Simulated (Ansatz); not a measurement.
# CCSD(T) forces

AlNH₄Cl (SMILES [NH3+][AlH][Cl]) (charge +1), singlet, displaced at random from a GFN2-xTB minimum.

N1  (-0.699, 0.330, -0.330)
Al2  (1.081, -0.475, 0.386)
Cl3  (0.915, -2.112, 1.631)
H4  (-1.231, -0.262, -0.695)
H5  (-0.592, 1.148, -1.082)
H6  (-1.345, 0.734, 0.586)
H7  (1.985, 0.270, -0.436)
(Å)

Program: Ansatz 0.2.0. Basis: def2-TZVPP. Cores are frozen in the correlated methods.

CCSD(T) forces from the calculation:
| atom | Fx | Fy | Fz (eV/Å) |
| --- | --- | --- | --- |
| N1 | 4.397 | 9.383 | 5.941 |
| Al2 | -2.085 | -0.961 | 0.573 |
| Cl3 | -0.076 | 0.473 | -0.223 |
| H4 | -6.095 | -6.846 | -4.200 |
| H5 | -0.208 | -2.051 | 2.354 |
| H6 | 2.248 | -1.086 | -3.422 |
| H7 | 1.818 | 1.087 | -1.023 |

(1) Which atom feels the largest CCSD(T) force, and how large is it?

No T1 diagnostic of these runs exceeds 0.009.

Results:

(1) N1, 11.94 eV/Å, along (0.37, 0.79, 0.50).

Root-mean-square difference of the force components from those of CCSD(T): PBE0-D4 0.065; wB97M-V 0.064; r2SCAN-D4 0.041; PBE-D4 0.130; r2SCANh-D4 0.069; CAM-B3LYP-D4 0.071 eV/Å.

For scale, one of the runs: CCSD(T)/def2-TZVPP forces, 171 basis functions (an equivalent command: `ansatz run in.yaml --threads 4`). The run took 77 s on 4 CPU threads (shared host), with 2.6 GiB of host memory at its peak.
